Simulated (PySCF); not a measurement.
## Working out the ionisation energy of Ar

Ar [Ar] (1S) → Ar+ [Ne] 3s2 3p5 (2P). Calculation: PySCF 2.14, in aug-cc-pwCVDZ; no relativity, point nucleus. Frozen: nothing. Energies in hartree (1 hartree = 27.21139 eV):

```json
{"part": "UHF", "Ar (lower)": "-526.800989", "Ar+ (upper)": "-526.261926"}
{"part": "MP2 opposite-spin", "Ar (lower)": "-0.225702", "Ar+ (upper)": "-0.201644"}
{"part": "MP2 same-spin", "Ar (lower)": "-0.093948", "Ar+ (upper)": "-0.080875"}
```

Q: What does Hartree-Fock give?

A: (-526.261926) − (-526.800989) = 0.539063 hartree = 14.669 eV.

Q: What do MP2 and SCS-MP2 (6/5 opposite-spin, 1/3 same-spin) give?

A: The opposite-spin parts differ by 0.655 eV and the same-spin parts by 0.356 eV. MP2: 14.669 + (0.655) + (0.356) = 15.680 eV. SCS-MP2: 14.669 + 1.2 × (0.655) + (0.356)/3 = 15.574 eV.

Measured between the centres of the two terms (NIST): 15.819 eV, so MP2 (all electrons) is off by -0.139 eV.

A double-zeta basis recovers only part of the correlation energy.

What remains against the reference includes basis incompleteness and correlation beyond second order.
